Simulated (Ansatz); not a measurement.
We consider rock-salt EuN, described by PBEsol-D3(BJ) in Ansatz (plane waves, PAW).

Run with plane-wave cutoff 520 eV, 12×12×12 k mesh, Fermi–Dirac smearing 0.01 eV, spin-polarised with parallel moments, scalar-relativistic PAW data made under PBE.

Cell (relaxed at this level):

```
CELL_PARAMETERS angstrom
      0.00000     2.45950     2.45950
      2.45950     0.00000     2.45950
      2.45950     2.45950     0.00000
ATOMIC_POSITIONS crystal
  Eu 0.00000 0.00000 0.00000
  N  0.50000 0.50000 0.50000
```
Starting moments (μB, in the order of the record's atoms Eu N): 7.0 0.0.

Task: Estimate the bulk modulus B0 that the calculation returns.

Result: 
- bulk modulus B0: 141 GPa

The run finds no gap.

Note: the magnetic order was assumed, not searched for or taken from measurement; the 4f shell is treated without U or exact exchange, so its levels and filling can be wrong; the volume lies 6 % below that of the published cell.

Spin–orbit coupling is not included; it can open a gap where bands touch, and shift volumes and moduli.

Static lattice: no zero-point or thermal effects.

Ansatz is an electronic-structure program.
